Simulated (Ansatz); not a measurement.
# How far each method lies from full CI for AlH₃, singlet

Geometry: a point of a stretch scan, not a stationary point.

```xyz
4

Al    0.0164   -0.0277    0.0001
H     1.6021   -0.0127    0.0000
H    -1.2765    2.1633   -0.0044
H    -0.7635   -1.4086    0.0029
```

Basis aug-cc-pVDZ; Ansatz 0.2.0. Correlated methods freeze the noble-gas cores, which leaves 6 electrons in 49 orbitals. R marks a restricted (for open shells ROHF) determinant, U an unrestricted one. Active spaces: pair = (2e, 2o) about the gap; valence = (6e, 7o) chosen from the atoms' valence shells.

Full CI is exact within this basis and frozen core; it isn't the basis-set limit. The frozen core follows each run's orbitals, which can shift R against U totals by a few meV.

Unrestricted rows (U) aren't spin-pure: their determinants' ⟨S²⟩ exceeds S(S+1) by up to 0.42, so they mix in states of higher spin.

```
UHF ⟨S²⟩                          : 0.419
T1 diagnostic (RCCSD)             : 0.0228
largest doubles amplitude (RCCSD) : 0.116
```

| level | E − E(full CI) (mEh) | share of correlation (%) | wall time |
| --- | --- | --- | --- |
| RHF | 121.23 | 0.00 | – |
| UHF | 115.65 | 4.60 | 0.4 s |
| RMP2 | 35.67 | 70.58 | – |
| CISD | 9.85 | 91.87 | 1.3 s |
| RCCSD | 3.25 | 97.32 | – |
| RCCSD(T) | 0.94 | 99.23 | 0.67 s |
| BCCD(T) | 0.93 | 99.23 | 0.97 s |
| RCCSDT | 0.13 | 99.89 | – |
| RCCSDT(Q) | 0.03 | 99.98 | 8 s |
| RCCSDTQ | 0.00 | 100.00 | 18 s (H100) |
| CASSCF (pair space) | 86.98 | 28.25 | – |
| NEVPT2 (pair space) | 24.57 | 79.73 | 2.4 s |
| MRCISD (pair space) | 4.20 | 96.53 | – |
| MRCISD+Q (pair space) | -0.69 | 100.57 | 19 s (H100) |
| CASSCF (valence space) | 55.00 | 54.63 | – |
| NEVPT2 (valence space) | 19.12 | 84.23 | 1.6 s |
| MRCISD (valence space) | 1.95 | 98.39 | – |
| MRCISD+Q (valence space) | -0.04 | 100.03 | 2.2 s |
| MRCISD+Q(relaxed) (valence space) | -0.68 | 100.56 | 2.7 s |

The correlation energy at full CI, counted from RHF, is -3.299 eV. That run took 26 s on 2 threads of AMD EPYC 7R13 with a shared H100 80 GB, shared host over 85,404,472 determinants.

Times hold each run's SCF and search for its determinant on a shared host, so for small cases they say little of a method's own cost; rows without a card ran on 1 thread of AMD EPYC 7R13.

More than 5 meV below full CI, which no variational method can be: MRCISD+Q (pair space), MRCISD+Q(relaxed) (valence space).

The full-CI state has the irrep A1 of C2v, in the program's axes.

Natural occupations of full CI about the gap: 1.953 1.944 1.850 0.132 0.025 0.019 0.014 0.009 0.009 0.008; effectively unpaired electrons, Σ n²(2−n)², 0.16.
